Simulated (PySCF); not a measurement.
Spectrum to structure. Method: TDDFT CAM-B3LYP/def2-SVPD, vertical, gas phase, core orbitals frozen in the response in PySCF. Geometries: GFN2-xTB, one conformer each. The highest level found (7.13 eV, f 0.0000 so far) is left out, since the window may have cut off a degenerate partner.

| state | E (eV) | f |
| --- | --- | --- |
| S1 | 6.00 | 0.073 |
| S2 | 6.00 | 0.073 |
| S3 | 6.20 | 0.0001 |
| S4 | 6.20 | 0.0001 |
| S5 | 6.57 | 0.0000 |
| S6 | 6.69 | 0.0090 |
| S7 | 6.69 | 0.0091 |

**Question.** Which candidate is it?
A. `CP(C)(C)=S`
B. `C=CSC#N`
C. `N#C[C@@H]1CS1`

**Answer.** A. Its S1, at 6.00 eV, is the highest among the candidates; the nearest of the others has S1 at 5.08 eV. Löwdin shares by element: HOMO (one of a set within 0.03 eV) sulfur 75%, phosphorus 14%, carbon 5% or more; LUMO carbon 40%, sulfur 10% (atoms not listed hold the other 50%). At the same level the other candidates give, for their lowest levels:
- `C=CSC#N`: 5.08 eV (f 0.000); 5.97 eV (f 0.152); 6.55 eV (f 0.000); 6.86 eV (f 0.001); 7.29 eV (f 0.003); T1 4.05 eV; HOMO -8.70, LUMO 0.26 eV
- `N#C[C@@H]1CS1`: 4.54 eV (f 0.001); 6.25 eV (f 0.015); 6.61 eV (f 0.027); 6.99 eV (f 0.040); 7.27 eV (f 0.007); T1 4.04 eV; HOMO -8.82, LUMO -0.13 eV
Triplets come from the Tamm–Dancoff approximation.
